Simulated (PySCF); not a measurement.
# The bond of MgO−, level by level

Aim: find the lowest electronic state of MgO−, scan its bond at several levels of theory, and get bond length, wavenumber and dissociation energy from each curve.

Method: Mg def2-SVPD, O def2-SVPD, no relativity; program: PySCF 2.14.0.

3 further runs of the same task are left out: 3 set aside as unsound or not needed.

## 1. Set-up

The job is set up so:

| Property | Result |
| --- | --- |
| atoms | Mg, O |
| charge | -1 |
| basis | Mg def2-SVPD, O def2-SVPD |
| Hamiltonian | no relativity |
| basis functions | 44 |
| electrons treated | 21 |
| masses in u | 23.9850, 15.9949 |
| levels | PBE0, PBE, r²SCAN, M06, BLYP, BP86, MP2, SCS-MP2, CCSD, CCSD(T) |
| grid | 80 radial by 434 angular points |
| occupations | held fixed by the projection of orbital angular momentum |
| dissociation limit | Mg + O−, each in its ground configuration |
| starting distance in angstrom | 2.055 |
| values of 2S to try | 1, 3 |

The run is started by

```sh
$ OMP_NUM_THREADS=1 python dia.py task.json out
```

After this run come: PBE0 along the bond; Excited determinants; PBE; r²SCAN; M06; BLYP; BP86; MP2 and coupled cluster.

Q: Predict the outcome of this session. Wanted: for each run, Re; ωe; De; μ.

The runs gave:

Lowest PBE0 solution found, without spin–orbit coupling: ²Σ⁺ (doublet), unpaired electrons σ ↑. State 2 has its PBE0 minimum 0.36 eV higher. The other levels ran on the lowest alone.

```tsv
level	Re (Å)	ωe (cm⁻¹)	De (eV)	μ (D)
PBE	1.826	692	2.94	-1.94
BLYP	1.832	678	2.71	-1.99
BP86	1.826	691	2.89	-1.97
r²SCAN	1.810	716	2.94	-2.00
PBE0	1.809	692	2.57	-2.04
M06	1.811	666	2.51	-1.89
```

De is counted to Mg + O− in their ground configurations. A positive dipole points from Mg to O; in an ion it is taken about the centre of mass and does not tell which atom is negative. No constants: ROHF-MP2 (the points don't follow one smooth fit); ROHF-SCS-MP2 (the points don't follow one smooth fit); ROHF-CCSD (the points don't follow one smooth fit); ROHF-CCSD(T) (the points don't follow one smooth fit).

**Reading.** Bond lengths run from 1.809 Å (PBE0) to 1.832 Å (BLYP). Among the levels with a De in the table, it runs from 2.51 eV (M06) to 2.94 eV (PBE).

Correlated steps freeze 2 core orbitals. T1 is 0.045 near the minimum (highest on the curve 0.078), which may point to more than one leading configuration. With some functionals the highest level of the anion is positive, from self-interaction error or because the anion is truly unbound there; the finite basis then holds the extra electron, and no neutral molecule was run to test the binding.
